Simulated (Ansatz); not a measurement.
# CH4AlS: the cost of one run

All numbers below are computed with Ansatz 0.2.0 (RKS revPBE/6-31G*).

**1. The system as given**

Bond lengths: C1–Al2 1.951 Å, C1–S3 1.985 Å, Al2–S3 2.315 Å, C1–H4 1.094 Å, C1–H5 1.097 Å, Al2–H6 1.516 Å, S3–H7 1.347 Å. Angles: C1–Al2–S3 54.7°, C1–Al2–H6 165.2°, S3–Al2–H6 139.9°, Al2–C1–S3 72.0°, Al2–C1–H4 129.9°, Al2–C1–H5 120.6°, S3–C1–H4 108.8°, S3–C1–H5 105.5°, H4–C1–H5 107.7°, C1–S3–Al2 53.3°, C1–S3–H7 96.4°, Al2–S3–H7 96.3°.

Structure file:

```xyz
7

C    -0.7274    0.2101   -0.5014
Al    0.2444    0.5038    1.1644
S     1.1469   -0.3861   -0.7729
H    -1.4011   -0.6036   -0.7859
H    -0.8785    1.0322   -1.2118
H     0.6730    0.9214    2.5575
H     0.9427   -1.6779   -0.4500
```

**2. End point A**

The input, input.yaml:

```yaml
crystal:
  periodic: [false, false, false]
  atoms:
    - { symbol: C, position_ang: [-0.72738, 0.21009, -0.50143] }
    - { symbol: Al, position_ang: [0.24443, 0.50381, 1.16443] }
    - { symbol: S, position_ang: [1.14694, -0.3861, -0.77285] }
    - { symbol: H, position_ang: [-1.40113, -0.60356, -0.78594] }
    - { symbol: H, position_ang: [-0.87848, 1.03219, -1.21178] }
    - { symbol: H, position_ang: [0.67296, 0.92141, 2.55754] }
    - { symbol: H, position_ang: [0.94266, -1.67785, -0.44997] }
total_charge: 1
basis:
  gaussian: { orbitals: "6-31G*" }
hamiltonian:
  xc: revpbe
relax:
  f_tol: 0.02
  max_steps: 50
```

Command:

```console
> ansatz run input.yaml --threads 1 --pin off --max-ram 2048MiB --backend cpu --events-out ev --progress --plain --runs-dir out
```

Q: Estimate wall time and peak memory on 1 thread of Intel Xeon at 2.70GHz, shared host.

About 9.2 s, with a peak of 0.14 GiB.
